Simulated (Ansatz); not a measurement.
# HF/def2-SVPD run of BPH6 (SMILES [BH3-][PH3+])

Aim: the vertical electron affinity of BPH6 at HF/def2-SVPD, from 2 runs. 

The results are computed with Ansatz 0.2.0.

48 further runs of the same task are left out: 48 set aside as unsound or not needed.

### Step 1. The structure to begin with

BPH6 has 8 atoms, charge 0, and is taken as a singlet. SMILES: `[BH3-][PH3+]`. The coordinates come from a PBE0-D4/def2-TZVP relaxation.

Bond lengths: B1–P2 1.910 Å, B1–H3 1.209 Å, B1–H4 1.209 Å, B1–H5 1.209 Å, P2–H6 1.408 Å, P2–H7 1.409 Å, P2–H8 1.408 Å. Some angles: B1–P2–H6 118.0°, B1–P2–H7 118.1°, B1–P2–H8 118.0°, P2–B1–H3 103.8°, P2–B1–H4 103.8°, P2–B1–H5 103.8°, H6–P2–H7 99.7°, H6–P2–H8 99.7°, H7–P2–H8 99.7°, H3–B1–H4 114.5°.

### Step 2. A single-point energy at HF/def2-SVPD

job.yaml reads:

```yaml
basis:
  gaussian:
    orbitals: def2-SVPD
crystal:
  periodic: [false, false, false]
  atoms:
    - {symbol: B, position_ang: [-0.556100, 0.227200, -0.914000]}
    - {symbol: P, position_ang: [0.433900, -0.181600, 0.667700]}
    - {symbol: H, position_ang: [-1.693400, 0.343100, -0.520100]}
    - {symbol: H, position_ang: [-0.367800, -0.730200, -1.628000]}
    - {symbol: H, position_ang: [-0.055500, 1.254200, -1.309900]}
    - {symbol: H, position_ang: [0.418800, 0.755700, 1.718800]}
    - {symbol: H, position_ang: [1.823100, -0.380300, 0.547100]}
    - {symbol: H, position_ang: [0.089200, -1.345200, 1.382600]}
magnetization:
  spin_polarized: false
  initial_magnetization: 0
hamiltonian:
  xc: hf
accuracy: high
output: {orbitals: {seedname: orbitals}}
```

The run is started by

```bash
$ ansatz run job.yaml --threads 1 --pin off --max-ram 3480MiB --events-out events.jsonl --progress --plain --runs-dir runs
```

The program printed:

```text
Warning: RAYON_NUM_THREADS=1 ignored (pool sized by the plan → 1); use --threads N
Functional definition: HF
  name "HF"
  exchange = exact_x
  correlation = 0
1856 factors; integrals over basis functions are off by at most 3.6e-9 eV
mean field evaluation 1: about -10032.5706 eV, gradient 2.1e1 eV
mean field evaluation 2: about -10032.5727 eV, gradient 2.1e1 eV
mean field evaluation 4: about -10034.3488 eV, gradient 1.9e0 eV
mean field evaluation 8: about -10034.3695 eV, gradient 9.5e-3 eV
mean field -10034.36951967 eV, -368.7562783078 hartree, gradient 1.9e-8 eV, S^2 0.000000; 0 other end points of the search recorded, 0 dependent functions left out
reference -10034.36951967 eV, -368.7562783078 hartree; 13, 13 occupied and 79, 79 virtual orbitals, 1856 factors
Total energy: -10034.36951967 eV, -368.7562783078 hartree
```

It took 3 s on 1 thread of Intel Xeon Platinum 8259CL at 2.50GHz (Skylake/Cascade Lake), shared host; peak memory 0.23 GiB.

### Step 3. The doublet anion at the same level

in.yaml reads:

```yaml
crystal:
  periodic: [false, false, false]
  atoms:
    - symbol: B
      position_ang: [-0.556100, 0.227200, -0.914000]
    - symbol: P
      position_ang: [0.433900, -0.181600, 0.667700]
    - symbol: H
      position_ang: [-1.693400, 0.343100, -0.520100]
    - symbol: H
      position_ang: [-0.367800, -0.730200, -1.628000]
    - symbol: H
      position_ang: [-0.055500, 1.254200, -1.309900]
    - symbol: H
      position_ang: [0.418800, 0.755700, 1.718800]
    - symbol: H
      position_ang: [1.823100, -0.380300, 0.547100]
    - symbol: H
      position_ang: [0.089200, -1.345200, 1.382600]
basis:
  gaussian:
    orbitals: def2-SVPD
total_charge: -1
magnetization:
  spin_polarized: true
  initial_magnetization: 1
hamiltonian:
  xc: hf
accuracy: high
output: {orbitals: {seedname: orbitals}}
```

The run is started by

```bash
$ ansatz run in.yaml --threads 1 --pin off --max-ram 3480MiB --events-out events.jsonl --progress --plain --runs-dir runs
```

The program printed:

```text
Warning: RAYON_NUM_THREADS=1 ignored (pool sized by the plan → 1); use --threads N
[... 4 set-up lines as earlier in the session ...]
1856 factors; integrals over basis functions are off by at most 3.6e-9 eV
mean field evaluation 1: about -10028.9838 eV, gradient 1.9e1 eV
mean field evaluation 2: about -10028.9873 eV, gradient 1.9e1 eV
mean field evaluation 4: about -10032.1203 eV, gradient 1.6e0 eV
mean field evaluation 8: about -10032.2680 eV, gradient 1.8e-1 eV
mean field evaluation 16: about -10032.2755 eV, gradient 2.0e-8 eV
mean field evaluation 32: about -10031.5471 eV, gradient 7.0e-1 eV
mean field evaluation 64: about -10031.1168 eV, gradient 1.2e-1 eV
mean field evaluation 96: about -10032.2741 eV, gradient 9.9e-2 eV
mean field evaluation 128: about -10032.2755 eV, gradient 3.9e-4 eV
mean field -10032.27548129 eV, -368.6793238170 hartree, gradient 2.0e-8 eV, S^2 0.751747; 2 other end points of the search recorded, 0 dependent functions left out
reference -10032.27548129 eV, -368.6793238170 hartree; 14, 13 occupied and 78, 79 virtual orbitals, 1856 factors
Total energy: -10032.27548129 eV, -368.6793238170 hartree
```

Run time: 9.6 s. Hardware: 1 thread of Intel Xeon Platinum 8259CL at 2.50GHz (Skylake/Cascade Lake), shared host; peak memory 0.28 GiB.

### Step 4. Summary of results

At HF/def2-SVPD:

| quantity | value |
| --- | --- |
| singlet BPH6: total energy | -368.75628 Eh |
| singlet BPH6: HOMO energy | -11.88 eV |
| singlet BPH6: LUMO energy | 2.15 eV |
| singlet BPH6: HOMO–LUMO gap | 14.03 eV |
| doublet anion: total energy | -368.67932 Eh |
| doublet anion: HOMO energy (highest over α and β) | 2.02 eV |
| doublet anion: LUMO energy (lowest over α and β) | 5.89 eV |
| doublet anion: ⟨S²⟩ | 0.752 |
| vertical electron affinity (to the doublet anion) | -2.094 eV |

In words: The anion lies 2.09 eV (48 kcal/mol) above the neutral: the electron isn't bound at this level, and such a value depends on the basis. Hartree–Fock misses the correlation that binds many anions. The HOMO (doublet anion) lies at positive energy, 2.02 eV: the electron is unbound at this level or held by a compact basis; values depend on the basis.
